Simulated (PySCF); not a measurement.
Molecule: SMILES CC(C)C(=O)[O-], [C4H7O2]-.

Molfile (atoms numbered from 1):
```
C4H7O2
     RDKit          3D

 13 12  0  0  0  0  0  0  0  0999 V2000
   -0.7034   -1.2190    0.1917 C   0  0  0  0  0  0  0  0  0  0  0  0
   -0.0008    0.0022   -0.3782 C   0  0  0  0  0  0  0  0  0  0  0  0
    1.3781    0.2301    0.2202 C   0  0  0  0  0  0  0  0  0  0  0  0
   -0.8953    1.3024   -0.2790 C   0  0  0  0  0  0  0  0  0  0  0  0
   -2.1226    1.1056   -0.1882 O   0  0  0  0  0  0  0  0  0  0  0  0
   -0.2722    2.3806   -0.3406 O   0  0  0  0  0  0  0  0  0  0  0  0
   -0.1725   -2.1634   -0.0346 H   0  0  0  0  0  0  0  0  0  0  0  0
   -1.7277   -1.2590   -0.2040 H   0  0  0  0  0  0  0  0  0  0  0  0
   -0.7897   -1.1381    1.2897 H   0  0  0  0  0  0  0  0  0  0  0  0
    0.1276   -0.1562   -1.4686 H   0  0  0  0  0  0  0  0  0  0  0  0
    2.0881   -0.5879   -0.0064 H   0  0  0  0  0  0  0  0  0  0  0  0
    1.7694    1.1853   -0.1572 H   0  0  0  0  0  0  0  0  0  0  0  0
    1.3124    0.3185    1.3197 H   0  0  0  0  0  0  0  0  0  0  0  0
  1  2  1  0
  2  3  1  0
  2  4  1  0
  4  5  2  0
  4  6  1  0
  1  7  1  0
  1  8  1  0
  1  9  1  0
  2 10  1  0
  3 11  1  0
  3 12  1  0
  3 13  1  0
M  CHG  1   6  -1
M  END
```

Geometry PBE0-D3(BJ)/def2-SVP throughout; GIAO in PySCF 2.14.0 with density-fitted response routines, gas phase, one conformer, non-relativistic; equivalent atoms averaged; basis pcSseg-1.

Q: How do the shifts δ (against TMS, H2O at the same level) depend on the functional? (ppm; last column core-seconds on shared hosts with different chips, so compare them loosely)

A: 
```csv
functional,kind,C4,C2,C1/C3,O5/O6,H10,H7/H8/H9/H11/H12/H13,core-s
HF,Hartree–Fock,179.5,33.7,21.9,293.4,0.98,0.97,3.9
LDA,LDA,174.0,39.3,24.7,348.2,1.66,1.09,11
PBE,GGA,168.3,38.8,25.1,331.7,1.54,1.09,14
BLYP,GGA,169.8,40.8,26.0,333.2,1.54,1.12,15
BP86,GGA,168.7,38.9,25.1,328.3,1.54,1.10,16
OPBE,GGA,160.8,36.1,23.7,318.3,1.47,1.04,19
KT2,GGA,161.5,37.8,24.2,310.4,1.49,1.07,19
KT3,GGA,158.9,37.8,24.2,307.5,1.43,1.05,19
B97-D,GGA,164.8,38.7,25.0,317.1,1.51,1.11,18
B3LYP,global hybrid,173.7,39.2,24.8,328.5,1.37,1.04,10
PBE0,global hybrid,172.9,37.2,23.8,325.2,1.34,1.00,10
mPW1PW91,global hybrid,173.1,37.2,23.8,324.6,1.32,1.00,10
WP04,global hybrid,174.0,40.5,24.3,316.5,1.30,0.98,23
B97-2,global hybrid,169.6,37.1,23.9,316.3,1.34,1.03,23
BHandHLYP,global hybrid,177.9,37.3,23.5,318.5,1.20,0.99,22
CAM-B3LYP,range-separated hybrid,177.3,38.3,23.9,327.0,1.29,1.01,30
wB97X-D,range-separated hybrid,174.1,37.1,23.7,318.9,1.27,1.00,28
LC-wPBE,range-separated hybrid,178.2,35.5,22.5,318.1,1.21,0.95,35
```

Q: Which nucleus moves most, in ppm?

A: O5/O6 (carboxylate oxygen): from 293.4 ppm with HF to 348.2 ppm with LDA. The smallest spread is 0.17 ppm, at H7/H8/H9/H11/H12/H13. Proton shifts span only some 12 ppm, so a few tenths of a ppm matter as much there as several ppm in carbon.
